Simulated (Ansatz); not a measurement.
Ansatz (a program for electronic structure) input:

Ansatz 0.2 input:
```yaml
crystal:
  periodic: [false, false, false]
  atoms:
    - {symbol: C, position_ang: [1.28821393, 0.13704514, 0.01192045]}
    - {symbol: C, position_ang: [0.00466619, 0.47258385, 0.00111358]}
    - {symbol: H, position_ang: [1.60232982, -0.90099925, 0.01239769]}
    - {symbol: H, position_ang: [2.07098219, 0.88456380, 0.02066987]}
    - {symbol: H, position_ang: [-0.26121508, 1.52666987, 0.00110742]}
    - {symbol: C, position_ang: [-1.13838143, -0.49205935, -0.01137507]}
    - {symbol: H, position_ang: [-0.78875001, -1.52536103, -0.01056700]}
    - {symbol: H, position_ang: [-1.78307485, -0.34713453, 0.86039285]}
    - {symbol: H, position_ang: [-1.76726422, -0.34315674, -0.89395457]}
basis:
  gaussian:
    orbitals: def2-TZVPD
hamiltonian:
  xc: {name: wB97M-V}
output: {forces: true}
```

Q: Which total energy does the run end on?

A: -117.87526 Eh (wB97M-V/def2-TZVPD). The basis has 165 functions.
